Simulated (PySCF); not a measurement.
Family: cyclo[n]carbon rings. All species are isolated molecules in the gas phase. Each species was relaxed from one start; no search for lower structures was made at this level. Strings in code marks are SMILES.

The HOMO from two functionals at the same geometries (CAM-B3LYP-D3(BJ)/def2-SVP), both in PySCF: PBE-D3(BJ)/def2-SVP and PBE0-D3(BJ)/def2-SVP. 

| species | PBE-D3(BJ)/def2-SVP (eV) |
|---|---|
| cyclo[10]carbon `c1c#cc#cc#cc#cc#1` | -6.81 |
| cyclo[12]carbon `C1#CC#CC#CC#CC#CC#C1` | -5.62 |
| cyclo[14]carbon `c1c#cc#cc#cc#cc#cc#cc#1` | -6.33 |
| cyclo[16]carbon `C1#CC#CC#CC#CC#CC#CC#CC#C1` | -5.58 |
| cyclo[20]carbon `C1#CC#CC#CC#CC#CC#CC#CC#CC#CC#C1` | -5.62 |
| cyclo[30]carbon `c1c#cc#cc#cc#cc#cc#cc#cc#cc#cc#cc#cc#cc#cc#cc#1` | -5.96 |

What does PBE0-D3(BJ)/def2-SVP give for each?


- cyclo[10]carbon `c1c#cc#cc#cc#cc#1`: -7.85
- cyclo[12]carbon `C1#CC#CC#CC#CC#CC#C1`: -6.61
- cyclo[14]carbon `c1c#cc#cc#cc#cc#cc#cc#1`: -7.20
- cyclo[16]carbon `C1#CC#CC#CC#CC#CC#CC#CC#C1`: -6.48
- cyclo[20]carbon `C1#CC#CC#CC#CC#CC#CC#CC#CC#CC#C1`: -6.50
- cyclo[30]carbon `c1c#cc#cc#cc#cc#cc#cc#cc#cc#cc#cc#cc#cc#cc#cc#1`: -6.79
Over these rows, drawn at random from the members with no instability flagged (it was tested for open shells, ions and some series alone), PBE minus PBE0-D3(BJ): mean +0.92 eV, from +0.83 eV to +1.03 eV.
